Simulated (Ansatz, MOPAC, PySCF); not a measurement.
Breaking a bond: H2S, SMILES S, singlet. The S1–H3 bond (S1 also carries H; H3 carries nothing else) is stretched with both fragments frozen at the PBE0/def2-TZVP optimised geometry.

- UHF/cc-pVDZ (Ansatz, a program for electronic structure)
- RHF/6-31G* = PySCF with restricted Hartree-Fock/6-31G*, spherical d
- RMP2 = Ansatz with MP2 on RHF/cc-pVDZ, frozen core
- PM7, restricted, heats of formation (MOPAC)

Energies are in mEh, each relative to the lowest point of its own curve near equilibrium.

```csv
R / Å,UHF,RHF/6-31G*,RMP2,PM7
0.99,126.7,121.9,128.7,80.4
1.08,58.4,54.4,60.1,39.6
1.14,30.8,27.7,32.1,21.7
1.20,13.5,11.3,14.5,9.9
1.28,2.1,1.3,2.6,1.7
1.30,0.9,0.3,1.2,0.7
1.34,0.0,0.0,0.0,0.0
1.37,0.5,0.9,0.2,0.4
1.43,3.8,4.9,3.1,3.1
1.47,7.4,8.9,6.4,6.1
1.53,14.5,16.4,12.9,12.3
1.65,32.3,34.5,29.5,28.5
1.82,61.3,63.3,56.5,56.6
2.02,84.2,97.0,88.0,91.5
2.21,94.9,127.1,114.8,122.7
2.41,100.4,155.8,138.4,151.7
2.69,103.9,190.8,163.4,184.4
2.94,105.2,216.9,178.4,206.5
3.27,105.9,244.9,189.0,227.7
3.61,106.1,267.2,190.7,242.6
4.05,106.3,288.4,182.3,255.4
4.69,106.3,308.1,157.2,267.1
```

At the longest distance, 4.69 Å, RHF/6-31G* lies highest above its minimum (308.1 mEh) and UHF lowest (106.3 mEh).

The RMP2 curve passes through a maximum at 3.61 Å and then falls by 33.4 mEh up to the last usable point.

The unrestricted determinant behind UHF is spin-contaminated at 1.82 to 4.69 Å (<S²> up to 1.0, against 0.00 for a pure singlet). The restricted form behind RHF/6-31G*, RMP2, PM7 keeps the bonding electrons paired and can't separate into open-shell fragments.
